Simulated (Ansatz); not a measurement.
## What each rung costs, and what it gives

Saddle point of CH8OSi, closed shell (SiH₄O ([OH][SiH3]) + CH₄ → CH₆Si ([CH3][SiH3]) + H₂O; bonds formed: Si1–C7, O2–H6; bonds broken: Si1–O2, H6–C7), PBE0-D4/def2-TZVP structure:

```
11
angstrom
Si -0.9675 0.1236 0.3145
O 0.4912 1.0366 1.0930
H -1.5319 -1.1506 -0.2364
H -1.6012 0.0654 1.6774
H -1.5355 1.2378 -0.4744
H 0.8968 0.3469 0.2378
C 0.7573 -0.4862 -0.9159
H 0.6858 0.7846 2.0023
H 0.8488 -1.5593 -0.7518
H 0.1914 -0.3112 -1.8324
H 1.7646 -0.0878 -1.1141
```

Barriers are electronic and count from the start structure reached by relaxing down the imaginary mode.

Computed with Ansatz 0.2.0 (basis: as named in each row); correlated methods freeze the cores. B3LYP uses VWN-RPA correlation. Extrapolation: Hartree–Fock as exp(−7.88 √X), correlation as X^−2.97.

Times are rough, for one single point on 4 threads of a shared host (Arm Neoverse V1).

The estimate by CCSD(T) at an estimated basis limit (MP2 extrapolated from triple and quadruple zeta, plus CCSD(T) − MP2 in triple zeta) is 3.065 eV.

```json
{"method": "HF", "basis": "STO-3G", "time (s)": "under 1", "barrier (eV)": "4.361", "method less estimate": "1.295"}
{"method": "PBE-D4", "basis": "STO-3G", "time (s)": "under 1", "barrier (eV)": "2.271", "method less estimate": "-0.795"}
{"method": "SPW92", "basis": "def2-SVP", "time (s)": "under 1", "barrier (eV)": "2.028", "method less estimate": "-1.038"}
{"method": "B3LYP-D4", "basis": "6-31G", "time (s)": "under 1", "barrier (eV)": "2.802", "method less estimate": "-0.263"}
{"method": "PBE-D4", "basis": "def2-SVP", "time (s)": "under 1", "barrier (eV)": "2.458", "method less estimate": "-0.607"}
{"method": "PBE0-D4", "basis": "def2-SVP", "time (s)": "under 1", "barrier (eV)": "2.692", "method less estimate": "-0.374"}
{"method": "SPW92", "basis": "def2-TZVPP", "time (s)": "under 1", "barrier (eV)": "2.177", "method less estimate": "-0.888"}
{"method": "PBE-D4", "basis": "def2-TZVPP", "time (s)": "1", "barrier (eV)": "2.594", "method less estimate": "-0.471"}
{"method": "BLYP-D4", "basis": "def2-TZVPP", "time (s)": "2", "barrier (eV)": "2.909", "method less estimate": "-0.156"}
{"method": "CCSD(T)", "basis": "def2-SVP", "time (s)": "2", "barrier (eV)": "3.156", "method less estimate": "0.090"}
{"method": "B3LYP-D4", "basis": "def2-TZVPP", "time (s)": "2", "barrier (eV)": "3.053", "method less estimate": "-0.013"}
{"method": "BHLYP-D4", "basis": "def2-TZVPP", "time (s)": "2", "barrier (eV)": "3.309", "method less estimate": "0.243"}
{"method": "CAM-B3LYP-D4", "basis": "def2-TZVPP", "time (s)": "2", "barrier (eV)": "3.091", "method less estimate": "0.026"}
{"method": "PBE0-D4", "basis": "def2-TZVPP", "time (s)": "2", "barrier (eV)": "2.803", "method less estimate": "-0.262"}
{"method": "wB97M-V", "basis": "def2-SVP", "time (s)": "3", "barrier (eV)": "2.812", "method less estimate": "-0.254"}
{"method": "r2SCAN-D4", "basis": "def2-TZVPP", "time (s)": "3", "barrier (eV)": "2.818", "method less estimate": "-0.247"}
{"method": "r2SCAN0-D4", "basis": "def2-TZVPP", "time (s)": "3", "barrier (eV)": "2.942", "method less estimate": "-0.123"}
{"method": "B2PLYP", "basis": "def2-TZVPP", "time (s)": "4", "barrier (eV)": "3.116", "method less estimate": "0.050"}
{"method": "PBE-QIDH", "basis": "def2-TZVPP", "time (s)": "4", "barrier (eV)": "2.971", "method less estimate": "-0.094"}
{"method": "RPA on PBE", "basis": "def2-TZVPP", "time (s)": "4", "barrier (eV)": "3.082", "method less estimate": "0.017"}
{"method": "wB97X-V", "basis": "def2-TZVPP", "time (s)": "6", "barrier (eV)": "3.030", "method less estimate": "-0.035"}
{"method": "B97M-V", "basis": "def2-TZVPP", "time (s)": "6", "barrier (eV)": "3.034", "method less estimate": "-0.031"}
{"method": "wB97M-V", "basis": "def2-TZVPP", "time (s)": "6", "barrier (eV)": "2.955", "method less estimate": "-0.111"}
{"method": "MP2", "basis": "def2-QZVPP", "time (s)": "14", "barrier (eV)": "3.005", "method less estimate": "-0.060"}
{"method": "CCSD(T)", "basis": "def2-TZVPP", "time (s)": "50", "barrier (eV)": "3.078", "method less estimate": "0.012"}
```

All methods are single points on the PBE0-D4 structures.

The T1 diagnostic stays at or below 0.012.

Labels in which every atom is bracketed show which atoms are joined, not bond orders.
